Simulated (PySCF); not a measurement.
Gas-phase reaction: 3 H₃SiOH ⇌ SiO(OH)₂ + Si₂H₆ + 4 H

Method: PySCF energies plus ideal-gas RRHO corrections (1 bar). † marks an energy on the PBE0/def2-TZVP geometry and frequencies; other levels use their own. CCSD(T) freezes the core. Open shells (unrestricted): H (multiplicity 2); the rest are closed-shell singlets. H₃SiOH, SiO(OH)₂: computed as isolated molecules; such fragments, hydroxides, amides, oligomers or adducts are transient or little studied in the gas. CCSD(T) isn't extrapolated to the basis-set limit.

```csv
level,"ΔH°(298 K), kJ"
BLYP/def2-TZVP†,?
CCSD(T)/def2-SVP†,?
CCSD(T)/def2-TZVPP†,983
PBE/def2-SVP,920
PBE0/def2-QZVP†,952
PBE0/def2-TZVP,?
```

Task: Fill in the missing entries.

Result: 
- BLYP/def2-TZVP†, ΔH°(298 K), kJ: 959
- CCSD(T)/def2-SVP†, ΔH°(298 K), kJ: 959
- PBE0/def2-TZVP, ΔH°(298 K), kJ: 945
